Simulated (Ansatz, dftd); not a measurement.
Reaction: CHN (SMILES C#N) + H+ → CH2N+ (SMILES C#[NH+])
Each species at its own B3LYP-D3(BJ)/def2-TZVP minimum (Ansatz, an electronic-structure program).

Property: proton affinity (electronic), positive where energy is released, in kcal/mol. Radicals and triplets start from unrestricted determinants; spin-orbit coupling is neglected. Cores are frozen in correlated methods. Rows without X2C or -DK are non-relativistic. CBS(X,Y): correlation extrapolated as X^-3, Hartree-Fock from the larger set (Q,5: extrapolated as (X+1)exp(-9√X)). A bracket is a step between two methods taken in the basis named. Functionals run without relativity, which enters their misses. '+ core + X2C': CCSD(T) terms for core correlation (cc-pwCVTZ) and scalar relativity (cc-pVTZ-DK).

Compared with CCSD(T)/CBS(cc-pVQZ,cc-pV5Z) + [CCSDT(Q) - CCSD(T)]/cc-pVTZ + [CCSDTQ - CCSDT(Q)]/cc-pVDZ + core + X2C (Ansatz): 175.6 kcal/mol.

Costs are rough ratios of core time, to one figure, on one kind of shared machine, summed over the single points of the molecules; atoms, geometries and frequencies are left out. The first row took roughly 3 core seconds; short runs hold start-up time.

```
level                                             program  cost relative to the first row  difference (kcal/mol)
-----------------------------------------  --------------  ------------------------------  ---------------------
r2SCAN-D4/def2-TZVPD                       Ansatz + dftd4                               1                    0.4
CCSD(T)/cc-pVTZ                                    Ansatz                               3                    1.3
CCSD(T)/cc-pVQZ                                    Ansatz                              10                    0.7
CCSD(T)/CBS(cc-pVTZ,cc-pVQZ)                       Ansatz                              10                    0.3
CCSD(T)/CBS(cc-pVTZ,cc-pVQZ) + core + X2C          Ansatz                              30                    0.4
CCSDTQ/cc-pVDZ                                     Ansatz                             100                    1.5
```

The dearest row costs roughly 100 times the first. Costs within a factor of two don't rank. The table holds for this case alone.
